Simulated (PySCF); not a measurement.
Species: C3FN2 (charge -1).
Numbering: `[N:1]#[C:2][C-:3]([F:4])[C:5]#[N:6]`

The same species was optimised twice, with GFN2-xTB and with PBE0-D3(BJ)/def2-SVP (PySCF), and the same property calculations (PySCF, gas phase) were run on both structures.

```json
{"coordinate": "C3–F4 (Å)", "GFN2-xTB": "1.417", "PBE0-D3(BJ)/def2-SVP": "1.386", "change": "-0.031"}
{"coordinate": "C3–C5 (Å)", "GFN2-xTB": "1.365", "PBE0-D3(BJ)/def2-SVP": "1.388", "change": "+0.023"}
{"coordinate": "C2–C3 (Å)", "GFN2-xTB": "1.365", "PBE0-D3(BJ)/def2-SVP": "1.388", "change": "+0.023"}
{"coordinate": "N1≡C2 (Å)", "GFN2-xTB": "1.166", "PBE0-D3(BJ)/def2-SVP": "1.177", "change": "+0.011"}
{"coordinate": "C5≡N6 (Å)", "GFN2-xTB": "1.166", "PBE0-D3(BJ)/def2-SVP": "1.177", "change": "+0.011"}
{"coordinate": "C2–C3–C5 (°)", "GFN2-xTB": "124.2", "PBE0-D3(BJ)/def2-SVP": "125.2", "change": "+1.0"}
{"coordinate": "C3–C5–N6 (°)", "GFN2-xTB": "179.0", "PBE0-D3(BJ)/def2-SVP": "179.8", "change": "+0.8"}
{"coordinate": "N1–C2–C3 (°)", "GFN2-xTB": "179.1", "PBE0-D3(BJ)/def2-SVP": "179.7", "change": "+0.6"}
{"coordinate": "F4–C3–C5 (°)", "GFN2-xTB": "117.9", "PBE0-D3(BJ)/def2-SVP": "117.4", "change": "-0.5"}
{"coordinate": "C2–C3–F4 (°)", "GFN2-xTB": "117.8", "PBE0-D3(BJ)/def2-SVP": "117.4", "change": "-0.4"}
```

Rotational constants: A = 6128, B = 2906, C = 1971 MHz (GFN2-xTB) against A = 6376, B = 2778, C = 1935 MHz (PBE0-D3(BJ)/def2-SVP). Point groups within 0.08 Å: C2v and C2v.

On the GFN2-xTB structure: lowest singlet, TDDFT (eV) 2.94 [CAM-B3LYP/def2-SVPD]; lowest triplet, Tamm–Dancoff (eV) 2.55 [CAM-B3LYP/def2-SVPD]; isotropic polarisability (au) 54.9 [CAM-B3LYP/def2-SVPD]; HOMO (eV) -2.22 [CAM-B3LYP/def2-SVPD]; LUMO (eV) 4.72 [CAM-B3LYP/def2-SVPD]; HOMO (eV) -0.74 [PBE0/pcSseg-1]; LUMO (eV) 3.98 [PBE0/pcSseg-1]; GIAO shielding of N1/N6 (mean) (ppm) -116.4 [PBE0/pcSseg-1]; GIAO shielding of C2/C5 (mean) (ppm) 52.4 [PBE0/pcSseg-1]; GIAO shielding of C3 (ppm) 65.9 [PBE0/pcSseg-1]; GIAO shielding of F4 (ppm) 526.0 [PBE0/pcSseg-1].

Problem. What do these properties become on the PBE0-D3(BJ)/def2-SVP structure?

Solution. 
```tsv
property	level	on GFN2-xTB	on PBE0-D3(BJ)/def2-SVP	change
lowest singlet, TDDFT (eV)	CAM-B3LYP/def2-SVPD	2.94	2.98	+0.04
lowest triplet, Tamm–Dancoff (eV)	CAM-B3LYP/def2-SVPD	2.55	2.62	+0.07
isotropic polarisability (au)	CAM-B3LYP/def2-SVPD	54.9	55.9	+1.0
HOMO (eV)	CAM-B3LYP/def2-SVPD	-2.22	-2.16	+0.06
LUMO (eV)	CAM-B3LYP/def2-SVPD	4.72	4.80	+0.08
energy, GFN2-xTB geometry as zero (kcal/mol)	CAM-B3LYP/def2-SVPD	0.0	-0.8	-0.8
HOMO (eV)	PBE0/pcSseg-1	-0.74	-0.69	+0.05
LUMO (eV)	PBE0/pcSseg-1	3.98	4.05	+0.07
energy, GFN2-xTB geometry as zero (kcal/mol)	PBE0/pcSseg-1	0.0	-0.6	-0.6
GIAO shielding of N1/N6 (mean) (ppm)	PBE0/pcSseg-1	-116.4	-120.5	-4.1
GIAO shielding of C2/C5 (mean) (ppm)	PBE0/pcSseg-1	52.4	49.6	-2.8
GIAO shielding of C3 (ppm)	PBE0/pcSseg-1	65.9	70.7	+4.8
GIAO shielding of F4 (ppm)	PBE0/pcSseg-1	526.0	528.2	+2.2
```

The heavy atoms differ by 0.038 Å rms after alignment. Among bonds between heavy atoms C3–F4 changes most (-0.031 Å). Changes are differences of the printed values. Neither structure is proved a minimum here. Isolated species at its PBE0-D3(BJ)/def2-SVP geometry, gas phase.
